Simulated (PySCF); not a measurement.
Gas-phase reaction: 3 F2 + i-Si4H10 → 3 SiH2F2 + SiH4

Method: PySCF energies plus ideal-gas RRHO corrections (1 bar). † marks an energy on the PBE0/def2-TZVP geometry and frequencies. All species are closed-shell singlets.

LDA/def2-TZVP† gives ΔH°(298 K) = -2307 kJ.

What do ωB97M-V/def2-TZVP†, PBE/def2-TZVP†, HF/def2-TZVP† give?

ωB97M-V/def2-TZVP†: -2410 kJ; PBE/def2-TZVP†: -2229 kJ; HF/def2-TZVP†: -2646 kJ. For scale, ΔH°(298 K) is -2307 kJ at this level, -2410 kJ at ωB97M-V/def2-TZVP†, and runs from -2646 to -2117 kJ over the 17 levels computed.
